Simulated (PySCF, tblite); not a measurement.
System: H2Be, singlet: collinear H-Be-H surface. Scanned: H-Be distance and Be-H distance.

- GFN2-xTB, 300 K electronic temperature (tblite)
- RHF/cc-pVTZ (PySCF)
- r2SCAN/cc-pVTZ (PySCF)
- PBE/cc-pVTZ (PySCF)
- MP2 on RHF/cc-pVTZ (PySCF)
- CCSD on RHF/cc-pVTZ (PySCF)
- CCSD(T) on RHF/cc-pVTZ (PySCF)

Energies in mEh at chosen points (x: H-Be distance (Å); y: Be-H distance (Å)), relative to x = 1.33, y = 1.33:

| method | (1.46, 1.40) | (1.40, 1.46) | (1.64, 2) | (1.40, 1.20) | (1.73, 1.73) | (1.33, 2) | (2, 1.40) |
|---|---|---|---|---|---|---|---|
| GFN2-xTB | 8.1 | 8.1 | 67.5 | 3.6 | 51.5 | 49.0 | 51.6 |
| RHF | 5.3 | 5.3 | 80.7 | 7.4 | 57.9 | 60.5 | 62.0 |
| r2SCAN | 4.9 | 4.9 | 74.0 | 7.2 | 53.4 | 56.0 | 57.2 |
| PBE | 4.3 | 4.3 | 70.0 | 7.3 | 50.4 | 53.4 | 54.3 |
| MP2 | 6.2 | 6.2 | 81.1 | 6.7 | 59.2 | 60.3 | 62.2 |
| CCSD | 5.8 | 5.8 | 76.3 | 6.6 | 56.1 | 56.8 | 58.5 |
| CCSD(T) | 5.7 | 5.7 | 75.9 | 6.6 | 55.8 | 56.5 | 58.2 |
